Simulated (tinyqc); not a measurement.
Inside a calculation. Method: FCI on RHF in the sto-3g basis, frozen core, for HF, spin multiplicity 1. One step of it, computed by the program tinyqc.

Question. FCI: determinants and Hamiltonian. Slater-Condon rules over spin orbitals, with the nuclear repulsion and the energy of the frozen orbital added and E(HF) subtracted on the diagonal. Only determinants linked to the reference directly or through others are kept (one block of an abelian symmetry group), so some states are absent.

one-electron integrals dressed by the frozen orbital, h + 2 (pq|11) - (p1|1q) (hartree), order 2, 3, 4, 5, 6:
$$\begin{pmatrix}
-6.766565 & 0.289446 & 0.000000 & 0.000000 & 0.586413 \\
0.289446 & -5.283117 & 0.000000 & 0.000000 & 1.323906 \\
0.000000 & 0.000000 & -6.154040 & 0.000000 & 0.000000 \\
0.000000 & 0.000000 & 0.000000 & -6.154040 & 0.000000 \\
0.586413 & 1.323906 & 0.000000 & 0.000000 & -4.363020
\end{pmatrix}$$

energy of the frozen orbital, 2 h_11 + (11|11) = -75.60448868 hartree

Two-electron integrals over orbitals (pq|rs), unique and non-zero (hartree); the lowest 1 orbital is frozen and left out:
```
(22|22) 0.864198    (32|22) -0.039552   (32|32) 0.145997    (33|22) 0.719252
(33|32) -0.026146   (33|33) 0.710132    (42|42) 0.186337    (43|42) -0.034186
(43|43) 0.039826    (44|22) 0.888501    (44|32) -0.073030   (44|33) 0.708708
(44|44) 0.997514    (52|52) 0.186337    (53|52) -0.034186   (53|53) 0.039826
(54|54) 0.053770    (55|22) 0.888501    (55|32) -0.073030   (55|33) 0.708708
(55|44) 0.889973    (55|55) 0.997514    (62|22) -0.104055   (62|32) -0.065620
(62|33) -0.026545   (62|44) -0.102148   (62|55) -0.102148   (62|62) 0.092770
(63|22) -0.209117   (63|32) 0.089170    (63|33) -0.104982   (63|44) -0.226394
(63|55) -0.226394   (63|62) 0.045512    (63|63) 0.210087    (64|42) -0.034247
(64|43) -0.019633   (64|64) 0.030037    (65|52) -0.034247   (65|53) -0.019633
(65|65) 0.030037    (66|22) 0.656442    (66|32) 0.056038    (66|33) 0.660428
(66|44) 0.636303    (66|55) 0.636303    (66|62) -0.059833   (66|63) -0.021338
(66|66) 0.693338
```

nuclear repulsion = 4.29062603 hartree

Hartree-Fock energy = -98.54964892 hartree

Give: determinants; H - E(HF) between determinants.

Answer.

Occupation strings over the orbitals (2 doubly, a alpha, b beta, 0 empty; spin orbitals ordered 1a 1b 2a 2b ...): 222220 22a22b 2a222b 22b22a 2b222a 222202 222022 220222 2ab222 2ba222 202222

H - E(HF) between determinants (hartree):
```
        222220  22a22b  2a222b  22b22a  2b222a  222202  222022  220222
222220   0.000   0.000   0.000   0.000   0.000   0.030   0.030   0.210
22a22b   0.000   0.528  -0.011  -0.210  -0.046   0.020   0.020   0.084
2a222b   0.000  -0.011   1.318  -0.046  -0.093   0.034   0.034  -0.089
22b22a   0.000  -0.210  -0.046   0.528  -0.011  -0.020  -0.020  -0.084
2b222a   0.000  -0.046  -0.093  -0.011   1.318  -0.034  -0.034   0.089
222202   0.030   0.020   0.034  -0.020  -0.034   1.036   0.054   0.040
222022   0.030   0.020   0.034  -0.020  -0.034   0.054   1.036   0.040
220222   0.210   0.084  -0.089  -0.084   0.089   0.040   0.040   1.139
2ab222  -0.046   0.089  -0.188  -0.033   0.066   0.034   0.034   0.093
2ba222   0.046  -0.033   0.066   0.089  -0.188  -0.034  -0.034  -0.093
202222   0.093   0.066   0.044  -0.066  -0.044   0.186   0.186   0.146

        2ab222  2ba222  202222
222220  -0.046   0.046   0.093
22a22b   0.089  -0.033   0.066
2a222b  -0.188   0.066   0.044
22b22a  -0.033   0.089  -0.066
2b222a   0.066  -0.188  -0.044
222202   0.034  -0.034   0.186
222022   0.034  -0.034   0.186
220222   0.093  -0.093   0.146
2ab222   1.942  -0.146   0.106
2ba222  -0.146   1.942  -0.106
202222   0.106  -0.106   2.880
```
